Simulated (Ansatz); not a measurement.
Consider the interaction energy of a dimer with the counterpoise correction of CH3FO, SMILES OCF (the Python package of Ansatz (0.2.0)).

`dimer_ch3fo.py`
```python
"""Interaction energy of two CH3FO molecules, with the counterpoise correction."""

import ansatz as az

BASIS = "def2-SVP"
FUNCTIONAL = "B3LYP"

FIRST = [
    ("O", (-0.538, -0.8494, -0.4838)),
    ("C", (0.3046, 0.017, 0.2098)),
    ("F", (-0.229, 1.2731, 0.0936)),
    ("H", (-1.1857, -0.1674, -0.8163)),
    ("H", (1.3013, -0.0183, -0.2644)),
    ("H", (0.3469, -0.2548, 1.2612)),
]
SECOND = [
    ("O", (-3.822, 0.1273, -2.2201)),
    ("C", (-4.1651, -0.6265, -1.0995)),
    ("F", (-3.3862, -0.1824, -0.0641)),
    ("H", (-3.1035, 0.6751, -1.7971)),
    ("H", (-3.9424, -1.6864, -1.3157)),
    ("H", (-5.2113, -0.4764, -0.8464)),
]

def energy(atoms, ghosts=()):
    molecule = az.Crystal.molecule()
    for symbol, xyz in atoms:
        molecule = molecule.atom(symbol, xyz)
    calc = (
        molecule.calculation()
        .basis(gaussian=BASIS)
        .functional(FUNCTIONAL)
    )
    deck = calc.input()
    if ghosts:
        deck = deck.set(az.key.basis.gaussian.ghost_atoms, [{"symbol": s, "position_ang": list(xyz)} for s, xyz in ghosts])
    return az.Session.from_dict(deck).plan().execute().report["free_energy_ev"]


def main() -> None:
    # monomers in their own basis and in the basis of the dimer
    both = energy(FIRST + SECOND)
    alone = energy(FIRST) + energy(SECOND)
    ghosted = energy(FIRST, SECOND) + energy(SECOND, FIRST)
    print(f"dimer {both:.6f} eV")
    print(f"interaction, uncorrected   {96.485332 * (both - alone):8.3f} kJ/mol")
    print(f"interaction, counterpoise  {96.485332 * (both - ghosted):8.3f} kJ/mol")
    print(f"basis-set superposition    {96.485332 * (alone - ghosted):8.3f} kJ/mol")


if __name__ == "__main__":
    main()
```

How large is the interaction at this pose, and how much of it is basis-set superposition?

Uncorrected it is -4.473 kJ/mol, with the counterpoise correction 5.773 kJ/mol; the difference, 10.25 kJ/mol, is the superposition error. The sign changes with the correction, so this basis doesn't settle it.

The output:

Output of `python dimer_ch3fo.py`:
```text
dimer -11689.597025 eV
interaction, uncorrected     -4.473 kJ/mol
interaction, counterpoise     5.773 kJ/mol
basis-set superposition      10.246 kJ/mol
```

Caveats:
- These settings explore the input space; basis and method may be short of convergence.
- The dimer is a generated trial pose of unrelaxed monomers, not a minimum, so the figure is no binding energy, and the basis set is small.
- b3lyp holds the VWN-RPA fit, as in Gaussian; the form of ORCA and Turbomole is b3lyp5.
- This level lacks the dispersion part of the attraction (electrostatics and induction are there), which can decide the sign where the interaction is weak.
- The whole script took 12 s on 1 thread of Arm Neoverse V1, on a shared host, peak memory 0.26 GiB.
